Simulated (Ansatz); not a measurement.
Mulliken charges of C$_{3}$H$_{3}$NS, SMILES `N=C1C=CS1` from r2SCAN/def2-TZVPP in Ansatz (PBE0-D4/def2-TZVP geometry).

| atom | x (Å) | y (Å) | z (Å) | charge (e) |
| --- | --- | --- | --- | --- |
| N1 | -0.112 | 1.885 | 0.461 | -0.238 |
| C2 | -0.147 | 0.694 | 0.099 | 0.161 |
| C3 | 0.740 | -0.456 | 0.300 | -0.231 |
| C4 | 0.020 | -1.354 | -0.387 | 0.041 |
| S5 | -1.333 | -0.331 | -0.903 | -0.118 |
| H6 | -0.908 | 2.431 | 0.141 | 0.174 |
| H7 | 1.674 | -0.522 | 0.839 | 0.104 |
| H8 | 0.157 | -2.403 | -0.605 | 0.107 |

Problem. By hand: the dipole of these point charges (1 e Å = 4.8032 D).

Solution. Σ q r = (0.023, -0.136, -0.025) e Å, of length 0.140 e Å = 0.67 D.

Problem. How does the dipole of the full density compare? (An estimate is asked.)

Solution. The calculation gave: (0.027, -0.253, -0.056) e Å, 1.25 D; the point charges give 0.54 times that, at 4° from its direction.

Point charges leave out the atoms' own dipoles, such as those of lone pairs, and Mulliken's split depends on the basis, so the two needn't agree.
